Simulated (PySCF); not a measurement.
Proton affinity of trimethylphosphine oxide, site by site

System: trimethylphosphine oxide, `CP(C)(C)=O` (C3H9OP). Optimised structure (Å), atoms numbered from 1:
```
C     1.5942   -0.0213   -0.4998
P     0.1261   -0.1721    0.5636
C    -0.9762   -1.3146   -0.3251
C    -0.6982    1.4460    0.4504
O     0.4372   -0.5962    1.9645
H     1.3440    0.2911   -1.5240
H     2.2786    0.7109   -0.0475
H     2.1046   -0.9950   -0.5260
H    -1.9238   -1.3871    0.2282
H    -1.1765   -0.9884   -1.3561
H    -0.5104   -2.3105   -0.3375
H    -0.9078    1.7386   -0.5888
H    -0.0515    2.2002    0.9217
H    -1.6395    1.4005    1.0170
```

Level of theory: ωB97X-D3(BJ)/def2-TZVP single points in PySCF, grid level 2; every species was optimised with PBE0-D3(BJ)/def2-SVP. ωB97X-D3(BJ) is ωB97X-V with D3(BJ) in place of VV10. Zero-point and thermal terms (298.15 K, 1 bar) come from unscaled GFN2-xTB harmonic frequencies, with soft modes damped to free rotors in the entropy. These were taken at the GFN2-xTB minima.

| site | product | PA / eV | GB / eV |
| --- | --- | --- | --- |
| O5 (oxygen on the pnictogen) | `CP(C)(C)=[OH+]` | 9.77 | 9.49 |

PA is −ΔH and GB is −ΔG of B + H⁺ → BH⁺ in the gas phase. Sites whose products fell apart, merged with another or lost in a GFN2-xTB screen aren't listed.

Proton affinity (−ΔH), Gas-phase basicity (−ΔG): the gap is larger than usual, and may come from another state, site, conformer or species, from the functional or basis, or from an outlying measurement.

Measured values (NIST Chemistry WebBook, evaluated or the median of agreeing entries): proton affinity (−ΔH) 910 kJ/mol (computed 942, difference 33); gas-phase basicity (−ΔG) 880 kJ/mol (computed 916, difference 36).

Run with `OMP_NUM_THREADS=1 python redox_run.py task.json out` on 1 thread of Arm Neoverse V1, a shared host. Structures, frequencies and single points: 69 s of wall time.

Differences come from unrounded values, so a last digit can differ from that of the printed terms.
